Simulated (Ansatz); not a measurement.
# BNH6 (built from SMILES BN.[H][H]): functionals against CCSD(T) at one geometry

Aim: energy, forces and dipole at a displaced guess of a reacting structure, from CCSD(T) and from density functionals.

Program: Ansatz 0.2.0, Gaussian basis. Level of theory: single points in def2-TZVPP. These are calculated values, not measurements.

Cores are frozen in the correlated methods. B3LYP uses VWN-RPA correlation.

## (1) Starting geometry

8 atoms, charge 0, spin multiplicity 1.

Atoms are counted from 1 here; the program's logs count them from 0.

Bond lengths: B1–H3 1.257 Å, B1–H4 1.116 Å, B1–H5 1.408 Å, N2–H7 1.031 Å, N2–H8 0.967 Å. Angles: H3–B1–H4 118.6°, H3–B1–H5 116.2°, H4–B1–H5 124.0°, H7–N2–H8 112.1°.

As a file:

```mol
BH6N
  3D, bonds by distance, orders not assigned

  8  5  0  0  0  0  0  0  0  0999 V2000
   -0.1293   -0.7424   -0.2272 B   0  0
    0.0454    0.8634    0.5374 N   0  0
    0.7337   -1.5613    0.1799 H   0  0
   -1.1768   -1.0977   -0.3721 H   0  0
    0.3583    0.4879   -0.7080 H   0  0
    0.3430   -0.1284   -1.5064 H   0  0
   -0.8881    1.1658    0.8539 H   0  0
    0.6868    0.8462    1.2610 H   0  0
  1  3  8  0
  1  4  8  0
  1  5  8  0
  2  7  8  0
  2  8  8  0
M  END
```

## (2) CCSD(T)/def2-TZVPP

run/in.yaml reads:

```yaml
crystal:
  periodic: [false, false, false]
  atoms:
    - {symbol: B, position_ang: [-0.129300, -0.742400, -0.227200]}
    - {symbol: N, position_ang: [0.045400, 0.863400, 0.537400]}
    - {symbol: H, position_ang: [0.733700, -1.561300, 0.179900]}
    - {symbol: H, position_ang: [-1.176800, -1.097700, -0.372100]}
    - {symbol: H, position_ang: [0.358300, 0.487900, -0.708000]}
    - {symbol: H, position_ang: [0.343000, -0.128400, -1.506400]}
    - {symbol: H, position_ang: [-0.888100, 1.165800, 0.853900]}
    - {symbol: H, position_ang: [0.686800, 0.846200, 1.261000]}
basis:
  gaussian: {orbitals: def2-TZVPP}
correlation: {method: ccsd_t}
output: {forces: true}
```

No record of the launch command was kept for these runs.

## (3) PBE0-D4/def2-TZVPP

run/in.yaml, as its differences from that of step 2:

```diff
@@ -13,3 +13,3 @@
   gaussian: {orbitals: def2-TZVPP}
-correlation: {method: ccsd_t}
-output: {forces: true}
+hamiltonian: {xc: pbe0, dispersion: d4}
+output: {forces: true, orbitals: {seedname: orbitals}}
```

## (4) wB97M-V/def2-TZVPP

run/in.yaml, as its differences from that of step 3:

```diff
@@ -13,3 +13,3 @@
   gaussian: {orbitals: def2-TZVPP}
-hamiltonian: {xc: pbe0, dispersion: d4}
-output: {forces: true, orbitals: {seedname: orbitals}}
+hamiltonian: {xc: {name: wB97M-V}}
+output: {forces: true}
```

## (5) r2SCAN-D4/def2-TZVPP

run/in.yaml, as its differences from that of step 4:

```diff
@@ -13,3 +13,3 @@
   gaussian: {orbitals: def2-TZVPP}
-hamiltonian: {xc: {name: wB97M-V}}
+hamiltonian: {xc: r2scan, dispersion: d4}
 output: {forces: true}
```

## (6) PBE-D4/def2-TZVPP

run/in.yaml, as its differences from that of step 5:

```diff
@@ -13,3 +13,3 @@
   gaussian: {orbitals: def2-TZVPP}
-hamiltonian: {xc: r2scan, dispersion: d4}
+hamiltonian: {xc: pbe, dispersion: d4}
 output: {forces: true}
```

## (7) r2SCAN0-D4/def2-TZVPP

run/in.yaml, as its differences from that of step 6:

```diff
@@ -13,3 +13,3 @@
   gaussian: {orbitals: def2-TZVPP}
-hamiltonian: {xc: pbe, dispersion: d4}
+hamiltonian: {xc: {name: r2SCAN0}, dispersion: d4}
 output: {forces: true}
```

## (8) B3LYP-D4/def2-TZVPP

run/in.yaml, as its differences from that of step 7:

```diff
@@ -13,3 +13,3 @@
   gaussian: {orbitals: def2-TZVPP}
-hamiltonian: {xc: {name: r2SCAN0}, dispersion: d4}
+hamiltonian: {xc: {name: B3LYP}, dispersion: d4}
 output: {forces: true}
```

(Steps that only read results are left out.)

**Question.** What will these runs give? Wanted: energy less free atoms, CCSD(T)/def2-TZVPP; RMS force component; RMS force error; HOMO and LUMO, PBE0-D4; T1 diagnostic.

The runs gave:

```
                                  quantity                                                                                               value
energy less free atoms, CCSD(T)/def2-TZVPP                                                                                     -543.5 kcal/mol
                       RMS force component                                                                1.294 to 1.363 eV/Å over the methods
                           RMS force error  PBE0-D4 0.081, wB97M-V 0.057, r2SCAN-D4 0.053, PBE-D4 0.142, r2SCAN0-D4 0.103, B3LYP-D4 0.074 eV/Å
                    HOMO and LUMO, PBE0-D4                                                                                   -7.79 and 0.36 eV
                             T1 diagnostic                                                                                               0.011
```

What this shows: Against CCSD(T) the functionals' energies less atoms differ by -26.6 to -9.6 kcal/mol, PBE-D4 by -26.6 kcal/mol. CCSD(T) in triple zeta still lacks some correlation energy of the bonds, so part of these gaps is its own basis error and they don't rank the functionals. On forces the order runs from r2SCAN-D4 to PBE-D4. Frozen-core CCSD(T) forces in triple zeta carry basis errors of their own, and this is one geometry, so small gaps rank nothing.
